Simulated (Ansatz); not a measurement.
## BH4NSi, SMILES B1N[SiH2]1: a relaxed scan of one distance, step by step

Program: Ansatz 0.2.0, Python API.

The cells in order, each with its output:

In [1]:
```python
import ansatz as az
import numpy as np
```

In [2]:
```python
geometry_ang = [
    ("B", (-0.8416, -0.6303, -0.3294)),
    ("N", (0.3089, 0.0362, -1.0621)),
    ("Si", (0.6651, 0.1492, 0.6136)),
    ("H", (-1.8967, -1.0506, -0.3594)),
    ("H", (0.0084, 0.9778, -1.3985)),
    ("H", (0.3191, 1.4166, 1.2964)),
    ("H", (1.4982, -0.967, 1.1938)),
]
bh4nsi = az.Crystal.molecule()
for symbol, xyz in geometry_ang:
    bh4nsi = bh4nsi.atom(symbol, xyz)

base = (
    bh4nsi.calculation()
    .basis(gaussian="def2-SVP")
    .functional("PBE0", dispersion="d3bj")
)
symbols = [site.symbol for site in bh4nsi.cartesian_sites]
pairs = [(0, 1), (0, 2), (0, 3), (1, 2), (1, 4), (2, 5)]
print("held (A)   E (eV)        ", "  ".join(f"{symbols[i]}{i}-{symbols[j]}{j}" for i, j in pairs))
for length in [1.05, 1.14, 1.23, 1.36, 1.53]:
    rep = base.relax(constraints=[az.DistanceConstraint((0, 3), at=length)], force_tolerance=0.02, max_steps=60).run(threads=1).report
    xyz = np.array(rep["positions_ang"])
    print(f"{length:6.2f} {rep['free_energy_ev']:14.5f}  ", "  ".join(f"{np.linalg.norm(xyz[i] - xyz[j]):.3f}" for i, j in pairs))
```
```text
held (A)   E (eV)         B0-N1  B0-Si2  B0-H3  N1-Si2  N1-H4  Si2-H5
DeckWarning: relax.constraints: the input's atoms, or those drawn, lie off the distances that are held; a relaxation that starts there is brought onto them ahead of its first SCF, by positions alone, an atom by 4.31e-2 Å at the most. With the symmetry [...]
  1.05   -10098.27139   1.378  1.940  1.050  1.776  1.015  1.493
  1.14   -10098.57753   1.378  1.939  1.140  1.777  1.015  1.493
  1.23   -10098.61661   1.377  1.940  1.230  1.780  1.015  1.493
  1.36   -10098.38671   1.376  1.938  1.360  1.782  1.015  1.492
  1.53   -10097.83416   1.373  1.934  1.530  1.785  1.015  1.492
```

What to keep in mind:
- Total energies depend on the basis set; only differences at equal settings carry meaning.
- Warnings are shown shortened and without file and line.
- The energies are electronic: no zero-point or thermal terms, and the basis set is short of its limit.
- Timing: 85 s on 1 thread of Arm Neoverse V1, with other jobs on the host, peak memory 0.21 GiB.
